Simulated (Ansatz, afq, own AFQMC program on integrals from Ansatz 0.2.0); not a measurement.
**BSiH2, doublet in cc-pVDZ, levels against CCSDT(Q)**

| atom | x (Å) | y (Å) | z (Å) |
| --- | --- | --- | --- |
| Si | 0.0000 | -0.0045 | 0.6060 |
| B | 0.0000 | -0.0770 | -1.2368 |
| H | 0.0000 | 1.1514 | -0.7490 |
| H | 0.0000 | -0.2003 | -2.8711 |

Connectivity, by distances: Si–B ··· H, 1 bridging H.

Basis cc-pVDZ. Noble-gas cores (and the filled d shells of Ga–Kr and In–Xe) are frozen. Ansatz 0.2.0 and our own AFQMC program on the same integrals; the CISD trial comes from CCSD amplitudes, and released means the phaseless constraint is let go. Error bars are statistical, one sigma.

Determinant: UHF, the one that the program's search chose, which needn't be the lowest solution. The geometry is a point of a scan.

No full CI on the walks' own integrals is used here; CCSDT(Q) serves as the reference and is uncertain by about the last step of the cluster series.

Cautions: the released energies are still falling, so no released level is given (meV from the phaseless value at times in 1/Eh: 2 ± 13 at 0.24, -12 ± 11 at 0.51, -40 ± 12 at 0.99, -39 ± 14 at 1.62, -100 ± 24 at 2.40).

* T1 diagnostic: 0.0218
* weight of the determinant in the CISD state: 0.861
* ⟨S²⟩ of the determinant: 0.765
* size of the correlated space: 9 electrons in 36 orbitals

Reference: CCSDT(Q), correlation energy -5.646 eV.

```
        level  E − E(reference) (kJ/mol)  share of correlation (%)
           HF                      544.8                      0.00
          MP2                      121.8                     77.63
         CCSD                       26.5                     95.13
      CCSD(T)                        5.3                     99.03
        CCSDT                        1.3                     99.76
  ph-AFQMC/HF                  8.8 ± 5.3                     98.38
ph-AFQMC/CISD                  6.8 ± 1.1                     98.75
```

A walk keeps the symmetry of its determinant, which the program's search chose and which needn't be the lowest solution, so a lower state of the same spin and another symmetry isn't excluded.
